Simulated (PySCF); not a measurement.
Molecule: SMILES OCC1CC1, C4H8O.

Bonds (- single, = double, # triple, : aromatic): O1-C2 1.401 Å, C2-C3 1.504 Å, C3-C4 1.505 Å, C4-C5 1.500 Å, C5-C3 1.497 Å. O1 carries H6; C2 carries H7, H8; C3 carries H9; C4 carries H10, H11; C5 carries H12, H13. H10, H12 are cis to C2 on the ring; H11, H13 are trans to C2 on the ring.

Geometry PBE0-D3(BJ)/def2-SVP throughout; GIAO in PySCF 2.14.0 with density-fitted response routines, gas phase, one conformer, non-relativistic; equivalent atoms averaged; functional PBE0.

For orientation, pcSseg-2 gives these absolute shieldings σ: O1 284.5, C2 110.8, C3 166.6, C4/C5 180.6, H7/H8 27.97, H9 30.17, H11/H13 30.77, H10/H12 31.17, H6 31.02 ppm.

A run gave: O1 299.7, C2 129.3, C3 179.2, C4/C5 192.2, H7/H8 28.06, H9 30.46, H11/H13 30.97, H10/H12 31.36, H6 31.91 ppm (absolute shieldings σ).

Which basis set was used in that run?
A. cc-pVTZ
B. 6-31G
C. cc-pVDZ
D. IGLO-III

Results:

C. H6 tells them apart best: cc-pVDZ gives 31.91, IGLO-III gives 31.36, 6-31G gives 33.02, cc-pVTZ gives 31.31 ppm.
